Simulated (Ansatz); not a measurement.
C2H6N (`C[N]C`) radical, 9 atoms. Total charge 0; spin multiplicity 2. All runs use 2 threads of a server CPU on a shared host. Correlated methods freeze the cores. Open-shell runs search over several starts.

Question: How many basis functions does each run have, and how long does it take in Ansatz? UKS PBE0-D4/def2-TZVP frequencies; UKS PBE0-D4/def2-QZVPP energy; direct RPA on PBE orbitals/def2-TZVPP energy; UKS ωB97M-V/def2-QZVPP energy; UKS PBE0-D4/def2-TZVP relaxation (6 steps); UKS PBE0-D4/def2-TZVPP energy; UKS ωB97M-V/def2-SVP energy; UHF-CCSD(T)/def2-SVP energy; UHF-CCSD(T)/def2-TZVPP energy; UKS CAM-B3LYP-D4/def2-TZVPP energy; UKS BLYP-D4/def2-TZVPP energy; UHF-MP2/def2-QZVPP energy. (Estimate.)

Answer: Ansatz gave: Other jobs shared the machine, so times are rough.

```csv
level,job,functions,wall time,peak host memory (GiB)
UKS BLYP-D4/def2-TZVPP,energy,177,1.7 s,0.22
UKS PBE0-D4/def2-TZVPP,energy,177,1.9 s,0.37
UKS CAM-B3LYP-D4/def2-TZVPP,energy,177,2.3 s,0.42
UKS ωB97M-V/def2-SVP,energy,72,2.4 s,0.29
UHF-CCSD(T)/def2-SVP,energy,72,2.9 s,0.4
direct RPA on PBE orbitals/def2-TZVPP,energy,177,3.5 s,0.39
UKS PBE0-D4/def2-QZVPP,energy,351,6.5 s,0.96
UHF-MP2/def2-QZVPP,energy,351,11 s,1.5
UKS PBE0-D4/def2-TZVP,relaxation (6 steps),129,11 s,0.26
UKS ωB97M-V/def2-QZVPP,energy,351,12 s,1.2
UHF-CCSD(T)/def2-TZVPP,energy,177,48 s,4.5
UKS PBE0-D4/def2-TZVP,frequencies,129,62 s,0.26
```
